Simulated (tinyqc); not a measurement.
Worked calculation: MP2 on RHF in the sto-3g basis, frozen core, for H2O, spin multiplicity 1. Computed by tinyqc, a small Python program that keeps every step (integrals from PySCF). Settings: charge = 0, multiplicity = 1, basis = sto-3g, method = RHF, frozen orbitals = 1, energy threshold = 1e-10, iteration cap = 83, orthogonalisation = canonical, start = Wolfsberg-Helmholz matrix, DIIS depth = 6. Command: `OMP_NUM_THREADS=1 python tinyqc.py 23418 23419 out.jsonl` (the two numbers bound the seeds that draw the settings). One thread of a shared host (Intel(R) Xeon(R) Processor @ 2.60GHz), about 0.1 s of CPU time with the checks. The early iterations of the SCF are left out here.

## One-electron integrals

Geometry (angstrom):

| atom | x | y | z |
|---|---|---|---|
| O | 0.000000 | 0.000000 | 0.000000 |
| H | 0.000000 | 0.807000 | 0.601000 |
| H | 0.000000 | -0.807000 | 0.601000 |

Basis sto-3g: exponents (1/bohr^2) and contraction coefficients of normalised primitives:

| element | l (shell) | exponent | coefficient |
|---|---|---|---|
| O | s (1) | 130.709320 | 0.154329 |
| O | s (1) | 23.808861 | 0.535328 |
| O | s (1) | 6.443608 | 0.444635 |
| O | s (2) | 5.033151 | -0.099967 |
| O | s (2) | 1.169596 | 0.399513 |
| O | s (2) | 0.380389 | 0.700115 |
| O | p (3) | 5.033151 | 0.155916 |
| O | p (3) | 1.169596 | 0.607684 |
| O | p (3) | 0.380389 | 0.391957 |
| H | s (1) | 3.425251 | 0.154329 |
| H | s (1) | 0.623914 | 0.535328 |
| H | s (1) | 0.168855 | 0.444635 |

Overlap, kinetic and nuclear-attraction integrals over the contracted functions; the nuclear repulsion is the sum of Za Zb / Rab.

nuclear repulsion = 8.74248334 hartree

overlap S, lower triangle:
```
           1O 1s     1O 2s    1O 2px     1O 2py    1O 2pz     2H 1s     3H 1s
1O 1s   1.000000
1O 2s   0.236704  1.000000
1O 2px  0.000000  0.000000  1.000000
1O 2py  0.000000  0.000000  0.000000   1.000000
1O 2pz  0.000000  0.000000  0.000000   0.000000  1.000000
2H 1s   0.048036  0.443210  0.000000   0.301511  0.224546  1.000000
3H 1s   0.048036  0.443210  0.000000  -0.301511  0.224546  0.217543  1.000000
```

kinetic energy T (hartree), lower triangle:
```
            1O 1s     1O 2s    1O 2px     1O 2py    1O 2pz     2H 1s     3H 1s
1O 1s   29.003200
1O 2s   -0.168011  0.808128
1O 2px   0.000000  0.000000  2.528731
1O 2py   0.000000  0.000000  0.000000   2.528731
1O 2pz   0.000000  0.000000  0.000000   0.000000  2.528731
2H 1s   -0.005434  0.106344  0.000000   0.198863  0.148100  0.760032
3H 1s   -0.005434  0.106344  0.000000  -0.198863  0.148100  0.001612  0.760032
```

nuclear attraction V (hartree), lower triangle:
```
             1O 1s       1O 2s     1O 2px      1O 2py      1O 2pz      2H 1s      3H 1s
1O 1s   -61.670282
1O 2s    -7.432051  -10.093559
1O 2px    0.000000    0.000000  -9.945900
1O 2py    0.000000    0.000000   0.000000  -10.089386
1O 2pz   -0.016782   -0.200625   0.000000    0.000000  -10.025481
2H 1s    -1.549262   -3.540298   0.000000   -2.135560   -1.650701  -5.634800
3H 1s    -1.549262   -3.540298   0.000000    2.135560   -1.650701  -1.358801  -5.634800
```

core Hamiltonian H = T + V (hartree), lower triangle:
```
             1O 1s      1O 2s     1O 2px     1O 2py     1O 2pz      2H 1s      3H 1s
1O 1s   -32.667082
1O 2s    -7.600062  -9.285431
1O 2px    0.000000   0.000000  -7.417169
1O 2py    0.000000   0.000000   0.000000  -7.560655
1O 2pz   -0.016782  -0.200625   0.000000   0.000000  -7.496750
2H 1s    -1.554696  -3.433954   0.000000  -1.936697  -1.502601  -4.874768
3H 1s    -1.554696  -3.433954   0.000000   1.936697  -1.502601  -1.357189  -4.874768
```

## Two-electron integrals

Functions are numbered as in S; the eight-fold symmetry (ij|kl) = (ji|kl) = (kl|ij) leaves the list below.

Two-electron integrals (ij|kl) in chemists' order, unique and non-zero (hartree):
```
(11|11) 4.785065    (21|11) 0.741380    (21|21) 0.136873    (22|11) 1.118947
(22|21) 0.256633    (22|22) 0.817206    (31|31) 0.024477    (32|31) 0.037809
(32|32) 0.180518    (33|11) 1.115814    (33|21) 0.256684    (33|22) 0.817023
(33|33) 0.880159    (41|41) 0.024477    (42|41) 0.037809    (42|42) 0.180518
(43|43) 0.047444    (44|11) 1.115814    (44|21) 0.256684    (44|22) 0.817023
(44|33) 0.785270    (44|44) 0.880159    (51|51) 0.024477    (52|51) 0.037809
(52|52) 0.180518    (53|53) 0.047444    (54|54) 0.047444    (55|11) 1.115814
(55|21) 0.256684    (55|22) 0.817023    (55|33) 0.785270    (55|44) 0.785270
(55|55) 0.880159    (61|11) 0.152666    (61|21) 0.027947    (61|22) 0.052061
(61|33) 0.051961    (61|41) 0.001035    (61|42) 0.001936    (61|44) 0.052159
(61|51) 0.000771    (61|52) 0.001442    (61|54) 0.000148    (61|55) 0.052071
(61|61) 0.005781    (62|11) 0.370622    (62|21) 0.086065    (62|22) 0.303345
(62|33) 0.298198    (62|41) 0.005181    (62|42) 0.039546    (62|44) 0.307945
(62|51) 0.003859    (62|52) 0.029451    (62|54) 0.007259    (62|55) 0.303604
(62|61) 0.017914    (62|62) 0.139296    (63|31) 0.009015    (63|32) 0.052444
(63|43) 0.008221    (63|53) 0.006122    (63|63) 0.019874    (64|11) 0.213798
(64|21) 0.050291    (64|22) 0.189276    (64|33) 0.180684    (64|41) 0.011668
(64|42) 0.075816    (64|44) 0.202995    (64|51) 0.001976    (64|52) 0.017406
(64|54) 0.010493    (64|55) 0.183939    (64|61) 0.010932    (64|62) 0.105574
(64|64) 0.098971    (65|11) 0.159222    (65|21) 0.037453    (65|22) 0.140960
(65|33) 0.134561    (65|41) 0.001976    (65|42) 0.017406    (65|44) 0.138933
(65|51) 0.010487    (65|52) 0.065407    (65|54) 0.011476    (65|55) 0.149230
(65|61) 0.008141    (65|62) 0.078625    (65|64) 0.058906    (65|65) 0.063743
(66|11) 0.509550    (66|21) 0.120251    (66|22) 0.485964    (66|33) 0.466301
(66|41) 0.009397    (66|42) 0.098797    (66|44) 0.503855    (66|51) 0.006999
(66|52) 0.073577    (66|54) 0.027968    (66|55) 0.487130    (66|61) 0.025255
(66|62) 0.280600    (66|64) 0.242798    (66|65) 0.180820    (66|66) 0.774606
(71|11) 0.152666    (71|21) 0.027947    (71|22) 0.052061    (71|33) 0.051961
(71|41) -0.001035   (71|42) -0.001936   (71|44) 0.052159    (71|51) 0.000771
(71|52) 0.001442    (71|54) -0.000148   (71|55) 0.052071    (71|61) 0.005688
(71|62) 0.017332    (71|64) 0.009665    (71|65) 0.007883    (71|66) 0.024156
(71|71) 0.005781    (72|11) 0.370622    (72|21) 0.086065    (72|22) 0.303345
(72|33) 0.298198    (72|41) -0.005181   (72|42) -0.039546   (72|44) 0.307945
(72|51) 0.003859    (72|52) 0.029451    (72|54) -0.007259   (72|55) 0.303604
(72|61) 0.017332    (72|62) 0.112327    (72|64) 0.058769    (72|65) 0.061616
(72|66) 0.185043    (72|71) 0.017914    (72|72) 0.139296    (73|31) 0.009015
(73|32) 0.052444    (73|43) -0.008221   (73|53) 0.006122    (73|63) 0.015475
(73|73) 0.019874    (74|11) -0.213798   (74|21) -0.050291   (74|22) -0.189276
(74|33) -0.180684   (74|41) 0.011668    (74|42) 0.075816    (74|44) -0.202995
(74|51) -0.001976   (74|52) -0.017406   (74|54) 0.010493    (74|55) -0.183939
(74|61) -0.009665   (74|62) -0.058769   (74|64) -0.015771   (74|65) -0.031526
(74|66) -0.086129   (74|71) -0.010932   (74|72) -0.105574   (74|74) 0.098971
(75|11) 0.159222    (75|21) 0.037453    (75|22) 0.140960    (75|33) 0.134561
(75|41) -0.001976   (75|42) -0.017406   (75|44) 0.138933    (75|51) 0.010487
(75|52) 0.065407    (75|54) -0.011476   (75|55) 0.149230    (75|61) 0.007883
(75|62) 0.061616    (75|64) 0.031526    (75|65) 0.048757    (75|66) 0.111059
(75|71) 0.008141    (75|72) 0.078625    (75|74) -0.058906   (75|75) 0.063743
(76|11) 0.135406    (76|21) 0.031721    (76|22) 0.120949    (76|33) 0.118201
(76|44) 0.120682    (76|51) 0.002252    (76|52) 0.020281    (76|55) 0.123834
(76|61) 0.006530    (76|62) 0.054654    (76|64) 0.035814    (76|65) 0.034682
(76|66) 0.112968    (76|71) 0.006530    (76|72) 0.054654    (76|74) -0.035814
(76|75) 0.034682    (76|76) 0.026210    (77|11) 0.509550    (77|21) 0.120251
(77|22) 0.485964    (77|33) 0.466301    (77|41) -0.009397   (77|42) -0.098797
(77|44) 0.503855    (77|51) 0.006999    (77|52) 0.073577    (77|54) -0.027968
(77|55) 0.487130    (77|61) 0.024156    (77|62) 0.185043    (77|64) 0.086129
(77|65) 0.111059    (77|66) 0.323461    (77|71) 0.025255    (77|72) 0.280600
(77|74) -0.242798   (77|75) 0.180820    (77|76) 0.112968    (77|77) 0.774606
```

## Orthogonalisation

S = U s U^T; canonical form X = U s^(-1/2), so that X^T S X = 1. Each column of U has its largest component positive (the first on a tie).

eigenvalues of S: 0.374607  0.451172  0.887496  1.000000  1.093124  1.331285  1.862316

X:
```
                1          2          3         4          5          6         7
1O 1s   -0.319178   0.000000   0.750315  0.000000  -0.615450   0.000000  0.160792
1O 2s    1.133199   0.000000  -0.290252  0.000000  -0.296205   0.000000  0.432450
1O 2px   0.000000   0.000000   0.000000  1.000000   0.000000   0.000000  0.000000
1O 2py   0.000000   0.913399   0.000000  0.000000   0.000000   0.684405  0.000000
1O 2pz   0.512915   0.000000   0.652740  0.000000   0.642490   0.000000  0.196733
2H 1s   -0.714272  -0.831310  -0.163521  0.000000   0.133228   0.375994  0.377753
3H 1s   -0.714272   0.831310  -0.163521  0.000000   0.133228  -0.375994  0.377753
```

## Iteration 8 (converged): orbitals

converged F (hartree), lower triangle:
```
             1O 1s      1O 2s     1O 2px     1O 2py     1O 2pz      2H 1s      3H 1s
1O 1s   -20.236384
1O 2s    -5.162430  -2.429346
1O 2px    0.000000   0.000000  -0.387005
1O 2py    0.000000   0.000000   0.000000  -0.286525
1O 2pz   -0.027927  -0.104280   0.000000   0.000000  -0.320816
2H 1s    -1.064767  -0.941229   0.000000  -0.387949  -0.344468  -0.514640
3H 1s    -1.064767  -0.941229   0.000000   0.387949  -0.344468  -0.328845  -0.514640
```

Diagonalise F' = X^T F X, C = X C', fill 5 alpha and 5 beta electrons from the bottom; D = 2 C_occ C_occ^T. Each column has its largest component positive (the first on a tie).

F' = X^T F X (hartree), lower triangle:
```
           1         2          3          4          5          6          7
1   0.077269
2   0.000000  0.682462
3   1.774375  0.000000  -9.027344
4   0.000000  0.000000   0.000000  -0.387005
5  -1.297113  0.000000   8.867538   0.000000  -9.481225
6   0.000000  0.112011   0.000000   0.000000   0.000000  -0.586071
7   0.236147  0.000000  -3.893938   0.000000   4.152165   0.000000  -2.944230
```

orbital energies (hartree): MO1 -20.245020, MO2 -1.242616, MO3 -0.595886, MO4 -0.441972, MO5 -0.387005, MO6 0.554078, MO7 0.692276

coefficients C:
```
              MO1        MO2        MO3        MO4       MO5        MO6        MO7
1O 1s    0.994238  -0.234945   0.000000   0.099122  0.000000  -0.126279   0.000000
1O 2s    0.025619   0.851966   0.000000  -0.513720  0.000000   0.807914   0.000000
1O 2px   0.000000   0.000000   0.000000   0.000000  1.000000   0.000000   0.000000
1O 2py   0.000000   0.000000   0.602065   0.000000  0.000000   0.000000   0.969653
1O 2pz   0.003833   0.111284   0.000000   0.772875  0.000000   0.728638   0.000000
2H 1s   -0.005465   0.155095   0.447122   0.294508  0.000000  -0.765867  -0.795317
3H 1s   -0.005465   0.155095  -0.447122   0.294508  0.000000  -0.765867   0.795317
```

D after iteration 8, lower triangle:
```
            1O 1s      1O 2s    1O 2px     1O 2py    1O 2pz      2H 1s     3H 1s
1O 1s    2.107067
1O 2s   -0.451231   1.980822
1O 2px   0.000000   0.000000  2.000000
1O 2py   0.000000   0.000000  0.000000   0.724965
1O 2pz   0.108547  -0.604265  0.000000   0.000000  1.219469
2H 1s   -0.025361  -0.038598  0.000000   0.538393  0.489713   0.621474
3H 1s   -0.025361  -0.038598  0.000000  -0.538393  0.489713  -0.178198  0.621474
```

## Convergence

Stop when the energy changes by less than 1e-10 hartree and every element of the error matrix X^T (F D S - S D F) X is below 3e-06.

Course of the cycle:

| iteration | E (hartree) | change | largest element of the error matrix |
|---|---|---|---|
| 1 | -74.62749109 | - | 6.53e-01 |
| 2 | -74.94312704 | -3.16e-01 | 1.58e-01 |
| 3 | -74.96154830 | -1.84e-02 | 3.81e-02 |
| 4 | -74.96304891 | -1.50e-03 | 6.97e-03 |
| 5 | -74.96312571 | -7.68e-05 | 1.20e-03 |
| 6 | -74.96312868 | -2.97e-06 | 2.09e-05 |
| 7 | -74.96312868 | -2.10e-10 | 3.15e-07 |
| 8 | -74.96312868 | -1.42e-13 | 8.15e-10 |

PySCF RHF in the same basis = -74.96312868 hartree

Converged in 8 iterations.

## Integrals over molecular orbitals

(pq|rs) = sum C_ip C_jq C_kr C_ls (ij|kl), one index at a time.

one-electron integrals over orbitals h = C^T H C (hartree), lower triangle:
```
            1          2          3          4          5          6          7
1  -32.649776
2    0.561716  -7.622395
3    0.000000   0.000000  -6.232466
4   -0.223850   0.466347   0.000000  -6.871306
5    0.000000   0.000000   0.000000   0.000000  -7.417169
6    0.290740  -1.328486   0.000000  -1.149768   0.000000  -5.303271
7    0.000000   0.000000  -1.736749   0.000000   0.000000   0.000000  -5.584493
```

Two-electron integrals over orbitals (pq|rs), unique and non-zero (hartree); the lowest 1 orbital is frozen and left out:
```
(22|22) 0.724109    (32|32) 0.140227    (33|22) 0.633405    (33|33) 0.618321
(42|22) -0.005769   (42|33) 0.006117    (42|42) 0.127069    (43|32) 0.023592
(43|43) 0.049298    (44|22) 0.673385    (44|33) 0.587258    (44|42) -0.102914
(44|44) 0.760103    (52|52) 0.146360    (53|53) 0.027809    (54|52) -0.045652
(54|54) 0.053391    (55|22) 0.749037    (55|33) 0.618388    (55|42) -0.072369
(55|44) 0.719023    (55|55) 0.880159    (62|22) 0.139128    (62|33) 0.071347
(62|42) 0.024305    (62|44) 0.081504    (62|55) 0.153681    (62|62) 0.099183
(63|32) -0.041207   (63|43) -0.032164   (63|63) 0.074139    (64|22) 0.104823
(64|33) 0.044307    (64|42) -0.034949   (64|44) 0.125269    (64|55) 0.125940
(64|62) 0.062015    (64|64) 0.076143    (65|52) 0.057120    (65|54) 0.000589
(65|65) 0.037182    (66|22) 0.604382    (66|33) 0.562897    (66|42) 0.056027
(66|44) 0.545921    (66|55) 0.582995    (66|62) 0.093953    (66|64) 0.046580
(66|66) 0.590349    (72|32) 0.045610    (72|43) -0.032442   (72|63) 0.033559
(72|72) 0.064177    (73|22) 0.147875    (73|33) 0.089751    (73|42) -0.075752
(73|44) 0.156413    (73|55) 0.194502    (73|62) 0.074794    (73|64) 0.084642
(73|66) 0.039734    (73|73) 0.154049    (74|32) -0.075280   (74|43) -0.002511
(74|63) 0.048201    (74|72) -0.017230   (74|74) 0.068804    (75|53) 0.023825
(75|75) 0.024815    (76|32) 0.095785    (76|43) 0.052722    (76|63) -0.067149
(76|72) -0.007240   (76|74) -0.058528   (76|76) 0.115659    (77|22) 0.619435
(77|33) 0.600960    (77|42) -0.016609   (77|44) 0.600504    (77|55) 0.621338
(77|62) 0.066983    (77|64) 0.045233    (77|66) 0.560035    (77|73) 0.096283
(77|77) 0.612963
```

## Second-order Moller-Plesset energy

Hartree-Fock energy = -74.96312868 hartree

E2 = sum_ijab (ia|jb) [2 (ia|jb) - (ib|ja)] / (e_i + e_j - e_a - e_b) over occupied i, j and virtual a, b; the opposite-spin part is (ia|jb)^2 / denominator, the rest is same-spin, and SCS-MP2 scales them by 6/5 and 1/3.

Terms:

| i | j | a | b | (ia\|jb) | (ib\|ja) | denominator | term |
|---|---|---|---|---|---|---|---|
| 3 | 3 | 7 | 7 | 0.154049 | 0.154049 | -2.576324 | -0.009211 |
| 4 | 3 | 6 | 7 | 0.084642 | 0.048201 | -2.284212 | -0.004487 |
| 3 | 4 | 7 | 6 | 0.084642 | 0.048201 | -2.284212 | -0.004487 |
| 4 | 4 | 6 | 6 | 0.076143 | 0.076143 | -1.992101 | -0.002910 |
| 2 | 3 | 6 | 7 | 0.074794 | 0.033559 | -3.084857 | -0.002813 |
| 3 | 2 | 7 | 6 | 0.074794 | 0.033559 | -3.084857 | -0.002813 |
| 2 | 2 | 6 | 6 | 0.099183 | 0.099183 | -3.593390 | -0.002738 |
| 3 | 3 | 6 | 6 | 0.074139 | 0.074139 | -2.299928 | -0.002390 |
| 4 | 4 | 7 | 7 | 0.068804 | 0.068804 | -2.268497 | -0.002087 |
| 2 | 4 | 6 | 6 | 0.062015 | 0.062015 | -2.792745 | -0.001377 |
| 4 | 2 | 6 | 6 | 0.062015 | 0.062015 | -2.792745 | -0.001377 |
| 2 | 2 | 7 | 7 | 0.064177 | 0.064177 | -3.869786 | -0.001064 |
| 5 | 5 | 6 | 6 | 0.037182 | 0.037182 | -1.882166 | -0.000735 |
| 5 | 5 | 7 | 7 | 0.024815 | 0.024815 | -2.158562 | -0.000285 |
| 4 | 3 | 7 | 6 | 0.048201 | 0.084642 | -2.284212 | -0.000248 |
| 3 | 4 | 6 | 7 | 0.048201 | 0.084642 | -2.284212 | -0.000248 |
| 4 | 2 | 7 | 7 | -0.017230 | -0.017230 | -3.069141 | -0.000097 |
| 2 | 4 | 7 | 7 | -0.017230 | -0.017230 | -3.069141 | -0.000097 |
| 2 | 3 | 7 | 6 | 0.033559 | 0.074794 | -3.084857 | 0.000084 |
| 3 | 2 | 6 | 7 | 0.033559 | 0.074794 | -3.084857 | 0.000084 |

Pair energies (hartree; pair i-j sums ij and ji):

| pair | opposite spin | same spin |
|---|---|---|
| 2-2 | -0.003802 | 0.000000 |
| 3-2 | -0.004357 | -0.001102 |
| 3-3 | -0.011601 | 0.000000 |
| 4-2 | -0.002948 | 0.000000 |
| 4-3 | -0.008307 | -0.001163 |
| 4-4 | -0.004997 | 0.000000 |
| 5-5 | -0.001020 | 0.000000 |

MP2 correlation energy = -0.03929689 hartree

SCS-MP2 correlation energy = -0.04519316 hartree

MP2 total energy = -75.00242557 hartree
